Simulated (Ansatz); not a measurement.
Geometry optimisation, UKS B3LYP/def2-SVP (Ansatz 0.2.0).

Input:

```yaml
crystal:
  periodic: [false, false, false]
  atoms:
    - { symbol: B, position_ang: [-0.9963, 0.5088, -1.0489] }
    - { symbol: H, position_ang: [-0.0654, 1.6723, -1.3022] }
    - { symbol: H, position_ang: [-0.7552, -0.3737, -1.7663] }
    - { symbol: H, position_ang: [-2.072, 0.8842, -0.8188] }
    - { symbol: H, position_ang: [0.1066, 1.2093, -0.4509] }
    - { symbol: O, position_ang: [-0.1303, 0.3365, 0.4578] }
    - { symbol: Si, position_ang: [0.7748, -0.8328, 1.0881] }
    - { symbol: H, position_ang: [1.2868, -0.1873, 2.2966] }
    - { symbol: H, position_ang: [-0.0236, -2.027, 1.365] }
    - { symbol: H, position_ang: [1.8747, -1.1904, 0.1795] }
magnetization:
  spin_polarized: true
basis:
  gaussian: { orbitals: def2-SVP }
hamiltonian:
  xc: b3lyp
relax:
  f_tol: 0.15
  max_steps: 25
  restrain:
    - { distance: [0, 5], at: 1.5, k: 30.0 }
    - { distance: [4, 1], at: 0.62, k: 30.0 }
    - { distance: [0, 1], at: 2.45, k: 30.0 }
    - { distance: [4, 5], at: 2.27, k: 30.0 }
```

Command:

```bash
$ ansatz run input.yaml --threads 2 --pin off --max-ram 3072MiB --backend cpu --events-out ev --progress --plain --runs-dir out
```

**Question.** Where does it end, and by what steps?

**Answer.** The run converged. The restraints hold the end off the free minimum. After 10 steps the energy has fallen by 1.851 eV (the restraints' own energy left out); H5 moved furthest, 0.68 Å. Parted: B1–H5. Joined: H2–H5.

| step | energy less start (eV) | largest force component (eV/Å) | accepted |
| --- | --- | --- | --- |
| 0 | 0.0000 | 2.410 | yes |
| 1 | -0.1639 | 3.756 | yes |
| 2 | -0.7281 | 4.478 | yes |
| 3 | -1.4622 | 3.132 | yes |
| 4 | -1.7420 | 2.609 | yes |
| 5 | -1.8603 | 1.781 | no |
| 6 | -1.8410 | 2.307 | yes |
| 7 | -1.8454 | 2.340 | yes |
| 8 | -1.8474 | 1.717 | no |
| 9 | -1.8593 | 2.095 | no |
| 10 | -1.8512 | 2.230 | yes |

```xyz
10
Properties=species:S:1:pos:R:3
B -1.148 0.160 -0.807
H 0.293 2.068 -1.361
H -0.724 -0.452 -1.758
H -2.122 0.865 -0.859
H 0.309 1.803 -0.708
O -0.517 0.027 0.461
Si 0.709 -0.917 1.107
H 1.326 -0.141 2.215
H 0.137 -2.184 1.641
H 1.736 -1.229 0.068
```

Whether the end is a true minimum wasn't checked by a vibrational analysis.

The run took 12 s on 2 threads of AMD EPYC 9R45 96-Core Processor (Zen 5), with other jobs on the host, peak memory 0.21 GiB.
